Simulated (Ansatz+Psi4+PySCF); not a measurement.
doublet BH(+): levels of theory in one basis

```yaml
atoms:
  - { symbol: B, position_ang: [0.0000, 0.0000, 0.0019] }
  - { symbol: H, position_ang: [0.0000, 0.0000, 1.4741] }
```

Basis set: cc-pVTZ (spherical functions). Frozen core: 1 orbital. Correlation on ROHF uses semicanonical orbitals with singles. Charge 1, multiplicity 2.

Computed with Ansatz (development build ahead of 0.2.0) and Psi4 1.11; each method stands on the lowest determinant of its kind that the runs found.

```
  method  E − E(ROHF) (eV)  <S²> of the determinant
    ROHF              0.00                     0.75
     UHF             -0.12                     0.78
ROHF-MP2             -1.16                        –
 UHF-MP2             -1.19                     0.78
```

Caution for ROHF-MP2, UHF-MP2: bonds are stretched, where a single reference can fail.
